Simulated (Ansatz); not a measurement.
Rock-salt AgBr was calculated with revPBE (plane waves, PAW; Ansatz, an electronic-structure program).

Total energies, extrapolated to zero smearing (they compare only within this program, potentials and cutoff; free atoms with spin allowed, lowest state found):

| system | energy (eV/atom) |
|---|---|
| rock-salt AgBr, relaxed | -5192.2859 |
| free Ag atom | -7594.1497 |
| free Br atom | -2786.5468 |

Task: Work out the cohesive energy per atom.

Result: E_coh = [1 × (-7594.1497) + 1 × (-2786.5468)]/2 − (-5192.2859) = 1.94 eV/atom. The reference value is 2.59 ± 0.03 eV/atom (derived here from tabulated measurements, copied from a table, unchecked, brought to a static lattice with a Debye model, atoms in their spin–orbit ground levels; inputs from the CRC Handbook), not set against a level without spin–orbit coupling.

Spin–orbit coupling, which matters for such heavy atoms, is left out.

The PAW data were made under PBE.
